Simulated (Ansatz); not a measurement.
A made-up structure of SiH₃S₂ (charge -1), closed shell:

| atom | x (Å) | y (Å) | z (Å) |
| --- | --- | --- | --- |
| S1 | -2.4593 | 0.5398 | -0.1190 |
| Si2 | 0.6568 | 0.0309 | 1.5701 |
| S3 | -0.4299 | 0.0562 | -0.3595 |
| H4 | -0.1362 | -1.1667 | -0.8769 |
| H5 | 0.3279 | 0.8985 | -1.1116 |
| H6 | 1.9161 | -0.3176 | 1.0142 |

It is relaxed with PBE-D4/def2-SVPD and then PBE0-D4/def2-TZVPD (Ansatz 0.2.0). Atoms count as bonded within 1.22 times the sum of their covalent radii (H–H: 0.88 Å). The end point is not checked to be a true minimum.

**Question.** Does its bonding change? (Judge from chemistry; the calculation decides.)

**Answer.** By the calculation: Yes. Formed: Si2–H4; broken: S3–H4.

Where it ends: The first stage lowers the energy by 4.21 eV in 19 steps. It ends as SiH₃S₂ ([SiH2][SH][S]), total charge -1:
```xyz
6
angstrom
S -2.5228 0.6289 0.3191
Si 1.0360 0.2348 0.7759
S -0.8496 -0.1338 -0.5266
H 1.8293 -0.3366 -0.4219
H -0.4805 0.7991 -1.4388
H 0.8629 -1.1511 1.4096
```

Labels in which every atom is bracketed show which atoms are joined, not bond orders.

For scale, one of the runs: PBE0-D4/def2-TZVPD relaxation, 162 basis functions, launched by `ansatz run in.yaml --threads 2 --pin off --events-out ev --progress --plain --max-ram 4352MiB`. Hardware: 2 CPU threads of an AMD EPYC 7571, shared host. Wall time about 100 s.
